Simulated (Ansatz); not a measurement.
The first iterations of a band of CH2OS2 (6 atoms, charge 0, multiplicity 1).

Computed with UHF/def2-SVP in Ansatz 0.2.0.

```yaml
movable_images: 5
climbing_image: yes
spring: 5.0 eV/Å²
optimiser: quadratic models (default)
start_path: through a guess of the saddle point
force_threshold: 0.03 eV/Å
iteration_limit: 60
end_points: relaxed
```

Image 0:

```xyz
6
Properties=species:S:1:pos:R:3
S -1.056 -1.322 -0.313
C 0.149 -0.356 -0.785
O 0.698 0.640 -0.150
S 0.273 1.195 1.384
H 0.639 -0.469 -1.749
H -0.703 0.313 1.613
```

Image 6:

```xyz
6
Properties=species:S:1:pos:R:3
S -0.195 -1.276 -0.720
C 0.469 0.326 -0.926
O 0.616 1.018 0.159
S 0.271 0.520 1.753
H -0.172 -1.551 -2.023
H -0.989 0.962 1.757
```

| iteration | highest image above the first end (eV) | largest band force component (eV/Å) |
| --- | --- | --- |
| 1 | 4.453 | 10.170 |
| 2 | 3.611 | 3.095 |

Task: Does the band converge within its limit, and where does its top end?

Result: The forces met the threshold. It ended after 8 iterations with the highest image 3.856 eV above the first end. Neighbouring images differ by up to 2.5 eV, so the band resolves the path poorly. A vibrational analysis at the climbing image gives 3 clearly imaginary modes (2117i, 271i, 75i cm⁻¹): a point of higher order, so a lower path passes nearby. The orbitals stay closed-shell, which can raise the energy where a bond breaks towards radicals; this wasn't checked here.

Run time: 120 s on 1 thread of Arm Neoverse V1 (shared host), peak memory 0.18 GiB.
